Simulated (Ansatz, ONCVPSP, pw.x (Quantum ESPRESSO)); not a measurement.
Which W potential is closest to all-electron in the fcc crystal?

All use PBEsol, scalar-relativistic, no spin, cutoffs from each file’s atomic test, pw.x 7.5; 14³ k-points, Fermi–Dirac smearing 0.01 Ry. Δ is the rms difference from all-electron LAPW of the E(V) curves that follow from fits to the pressures, over ±6 % in volume. Mesh and smearing are coarse and serve the comparison alone. The files are a selection: those with a ghost or negative overlap were mostly not run, and those with noisy or unconverged pressures or nearly equal Δ are left out.

All-electron: a0 = 4.000 Å (V0 = 16.00 Å³/atom), B0 = 298.8 GPa.

(1) Rank them by Δ, smallest first.
A. optimised norm-conserving Vanderbilt (ONCV), ONCVPSP 4.0.1.1 (patched build), PBEsol; core [Kr] 4d10 4f14, reference 5s2 5p6 5d4 6s1.75 6p0.25; waves: 5s+6s: rc 1.45 bohr, ncon 3, nbas 6, qcut 8 1/bohr, 2 projectors; 5p+6p: rc 2.45 bohr, ncon 4, nbas 9, qcut 5.7 1/bohr, 2 projectors; 5d: rc 2.90 bohr, ncon 4, nbas 9, qcut 4.9 1/bohr, 2 projectors, debl 2.7 Ha; f scattering state at 0.44 Ha: rc 3.05 bohr, ncon 3, nbas 8, qcut 3.4 1/bohr, 2 projectors, debl 1.2 Ha; local part: polynomial inside 0.95 bohr (lpopt 5, dvloc0 1 Ha); core correction: Teter function, fcfact 2, rcfact 1.25.
B. optimised norm-conserving Vanderbilt (ONCV), ONCVPSP 4.0.1.1 (patched build), PBEsol; core [Kr] 4d10 4f14, reference 5s2 5p6 5d4.5 6s1.5; waves: 5s+6s: rc 1.90 bohr, ncon 4, nbas 7, qcut 5.9 1/bohr, 2 projectors; 5p: rc 1.75 bohr, ncon 4, nbas 7, qcut 8.8 1/bohr, 2 projectors, debl 0.6 Ha; 5d: rc 2.05 bohr, ncon 5, nbas 10, qcut 7.5 1/bohr, 2 projectors, debl 1.9 Ha; local part: polynomial inside 1.10 bohr (lpopt 4, dvloc0 2 Ha); core correction: Teter function fitted to the true core (icmod 2), fcfact 0.65. In the p channel the program set the typed energies aside and used -1.554, 0.250 Ha.
C. optimised norm-conserving Vanderbilt (ONCV), ONCVPSP 4.0.1.1 (patched build), PBEsol; core [Xe] 4f14, reference 5d4 6s2; waves: 6s: rc 2.80 bohr, ncon 4, nbas 7, qcut 2.2 1/bohr, 2 projectors, debl 1 Ha; p scattering state at 0.07 Ha: rc 3.00 bohr, ncon 4, nbas 8, qcut 2.7 1/bohr, 2 projectors, debl 3.5 Ha; 5d: rc 2.60 bohr, ncon 5, nbas 9, qcut 7.1 1/bohr, 2 projectors, debl 0.5 Ha; local part: polynomial inside 2.60 bohr (lpopt 5, dvloc0 6 Ha); core correction: Teter function, fcfact 3, rcfact 1.4. In the p channel the program set the typed energies aside and used 0.050, 3.550 Ha.
D. optimised norm-conserving Vanderbilt (ONCV), ONCVPSP 4.0.1.1 (patched build), PBEsol; core [Kr] 4d10 4f14, reference 5s2 5p6 5d4 6s2; waves: 5s+6s: rc 1.70 bohr, ncon 3, nbas 6, qcut 8.8 1/bohr, 2 projectors; 5p: rc 2.05 bohr, ncon 5, nbas 10, qcut 5.3 1/bohr, 2 projectors, debl 2.3 Ha; 5d: rc 1.70 bohr, ncon 3, nbas 7, qcut 9.3 1/bohr, local; local part: the d channel; core correction: none.
E. optimised norm-conserving Vanderbilt (ONCV), ONCVPSP 4.0.1.1 (patched build), PBEsol; core [Kr] 4d10 4f14, reference 5s2 5p6 5d4 6s2; waves: 5s+6s: rc 1.90 bohr, ncon 4, nbas 7, qcut 6.9 1/bohr, 2 projectors; 5p: rc 1.45 bohr, ncon 4, nbas 8, qcut 8.3 1/bohr, 2 projectors, debl 0.5 Ha; 5d: rc 2.50 bohr, ncon 4, nbas 9, qcut 5 1/bohr, 2 projectors, debl 1.1 Ha; local part: polynomial inside 1.20 bohr (lpopt 3, dvloc0 3 Ha); core correction: Teter function, fcfact 5.25, rcfact 1.8. In the p channel the program set the typed energies aside and used -1.588, 0.250 Ha.

## Answers

(1) A (0.6 meV/atom), D (8.4 meV/atom), B (12.0 meV/atom), E (17.7 meV/atom), C (46.9 meV/atom).
